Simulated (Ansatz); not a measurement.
**Structure relaxation of CsLi₂**

All numbers below come from DFT PBE, scalar-relativistic, plane waves, PAW in Ansatz. Cutoff 420 eV, Γ-centred k mesh, Gaussian smearing, no spin polarisation in the final step.

The start puts CsLi₂ on the cuprite structure type (Pn-3m, No. 224), with Cs in place of O, Li in place of Cu, at a guessed volume.

```
CELL_PARAMETERS angstrom
5.39992 0.00000 0.00000
0.00000 5.39992 0.00000
0.00000 0.00000 5.39992
ATOMIC_POSITIONS crystal
Cs 0.00000 0.00000 0.00000
Cs 0.50000 0.50000 0.50000
Li 0.25000 0.25000 0.25000
Li 0.25000 0.75000 0.75000
Li 0.75000 0.75000 0.25000
Li 0.75000 0.25000 0.75000
```

Cell and atoms relax at zero pressure; the relaxation can't lower the symmetry of the start. After a coarse first stage the cell is made exact in the group found at 0.06 Å.

The zero of energy is the elements' standard structures at the same level; no fitted shifts are applied.

Q: Describe the relaxed structure.

A: It keeps Pn-3m (No. 224). The result has the cuprite structure. Conventional cell: a = 8.628 Å. Cs is coordinated by 4 Li at 3.74 Å; Li has 2 Cs at 3.74 Å.

```
Cs Li
1.0
     8.62818    0.00000    0.00000
     0.00000    8.62818    0.00000
     0.00000    0.00000    8.62818
Cs Li
2 4
Direct
  0.00000 0.00000 0.00000
  0.50000 0.50000 0.50000
  0.25000 0.25000 0.25000
  0.25000 0.75000 0.75000
  0.75000 0.75000 0.25000
  0.75000 0.25000 0.75000
```

Q: What are its volume, energy, density and gap?

A: The volume per atom is 107.05 Å³, the density is 0.76 g/cm³ and the energy over the elements is 0.87 eV/atom. The gap on the 6×6×6 mesh is 0 eV (a metal).

The final run used a 6×6×6 mesh on its 6-atom cell and 0.10 eV smearing. The k mesh leaves about 4 meV/atom of noise in metals. Symmetry constrained the relaxation, so the result can be a saddle point.

Cost: 4 runs of about 7 core-minutes in all, on Arm Neoverse N1 (shared hosts).